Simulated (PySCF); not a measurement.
Molecule: `C[Si](C)(C)C`, C4H12Si.

Geometry:
```tsv
atom	x (Å)	y (Å)	z (Å)
C1	-0.181	-1.241	-1.408
Si2	-0.001	0.000	-0.001
C3	-0.056	1.750	-0.697
C4	-1.411	-0.230	1.227
C5	1.645	-0.275	0.874
H6	-1.135	-1.101	-1.941
H7	-0.154	-2.276	-1.033
H8	0.633	-1.129	-2.143
H9	0.040	2.500	0.104
H10	-1.006	1.939	-1.222
H11	0.763	1.919	-1.415
H12	-2.389	-0.072	0.744
H13	-1.407	-1.246	1.654
H14	-1.330	0.485	2.062
H15	1.709	-1.292	1.293
H16	2.491	-0.143	0.180
H17	1.777	0.438	1.703
```

Geometry PBE0-D3(BJ)/def2-SVP throughout; GIAO in PySCF 2.14, gas phase, one conformer, non-relativistic; equivalent atoms averaged; basis pcSseg-1.

For orientation, KT2 gives these absolute shieldings σ: C1/C3/C4/C5 183.2, Si2 361.1, H6/H7/H8/H9/H10/H11/H12/H13/H14/H15/H16/H17 31.18 ppm.

A run gave: C1/C3/C4/C5 175.3, Si2 323.5, H6/H7/H8/H9/H10/H11/H12/H13/H14/H15/H16/H17 31.36 ppm (absolute shieldings σ).

Q: Which functional was used in that run?
A. wB97X-D
B. BLYP
C. BHandHLYP
D. B97-D
E. CAM-B3LYP

A: B. Si2 tells them apart best: BLYP gives 323.5, CAM-B3LYP gives 343.5, B97-D gives 347.2, BHandHLYP gives 358.4, wB97X-D gives 353.0 ppm.
